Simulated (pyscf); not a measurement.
Thermochemistry of product channels of H₃C–GaH–CH₃ + NH₃ on the singlet surface, in kJ/mol, from ωB97M-D3(BJ)/def2-TZVP energies (ideal gas, 1 atm, RRHO with modes under 100 cm⁻¹ raised to 100, one conformer, R ln 2 for chiral ones without a mode under 150 cm⁻¹). Structures and frequencies: ωB97X-D3(BJ)/def2-SVP in PySCF.

```csv
products,ΔE,ΔH(298 K),ΔG(600 K),ΔG(900 K)
H₃C–Ga(CH₃)–NH₂ + H₂,-29.1,-39.7,-22.2,-17.3
CH₄ + H₃C–GaH–NH₂,-69.6,-69.0,-58.9,___
```

### Question
What belongs in the gaps?

### Answer

- CH₄ + H₃C–GaH–NH₂, ΔG(900 K): -53.6

These are energies of the channels, which say nothing of barriers. Elements up to Kr have no core potential and no relativistic terms here.
